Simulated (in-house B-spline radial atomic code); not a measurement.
Results of a calculation; reference values are marked as such.
**Cl ion on Al atom: potential, deflection and energy transfer**

The pair potential comes from two frozen, spherical free-atom densities (PBE, B-spline radial code, scalar-relativistic past argon): electrostatics plus the change in Thomas-Fermi kinetic and Dirac exchange energy where they overlap, the recipe behind the universal ZBL potential, which averages such potentials (from solid-state densities) over many pairs. It is written V = (Z1 Z2 e²/r) φ(r/a), with e² = 14.3996 eV·Å and a = 0.46850 Å/(Z1^0.23 + Z2^0.23); ZBL's fit is φ = 0.18175 e^(−3.1998x) + 0.50986 e^(−0.94229x) + 0.28022 e^(−0.4029x) + 0.02817 e^(−0.20162x). Where φ falls below 4e-4 it is continued as an exponential.

Masses 35.45 and 26.98 u.

```csv
x = r/a,"φ, this pair","φ, ZBL"
0.1,0.9023,0.8928
0.5,0.6387,0.6096
1.5,0.3245,0.2995
3,0.1437,0.1292
5,0.05825,0.05224
8,0.02024,0.01705
12,0.004728,0.00474
17,0.0009261,0.001212
```

(1) At x = 1 the electrostatic, kinetic and exchange parts are 8032.64, 3430.35 and -174.01 eV. Find r, V and φ.

(2) The ion comes in at 58.51 keV with impact parameter 0.6293 Å. The scattering integral gives a centre-of-mass angle of 1.337° and a closest approach of 5.029 a. What are the reduced energy, the energy passed on and the laboratory angles?

## Answers

(1) a = 0.46850/(1.9187 + 1.8039) = 0.12585 Å, so r = 0.12585 Å. V = 8032.64 + 3430.35 + (-174.01) = 11288.98 eV. The bare repulsion is 17 × 13 × 14.3996/0.12585 = 25286 eV, so φ = 0.4465, +7.2 % against ZBL's 0.4164. The kinetic (Pauli) term is 30 % of V here.

(2) ε = E a M2/(Z1 Z2 e² (M1 + M2)) = 58510 × 1.7091e-05 = 1. The most that one collision can pass on is γE with γ = 4 M1 M2/(M1 + M2)² = 0.9816. Here T = γE sin²(θ/2) = 0.9816 × 58510 × 0.0001361 = 7.819 eV. The ion turns by arctan(sin θ/(cos θ + M1/M2)) = 0.6°, and the struck atom leaves at (180° − θ)/2 = 89.3°. The closest approach is 0.633 Å. With ZBL the angle would be 1.22° and T = 6.473 eV.
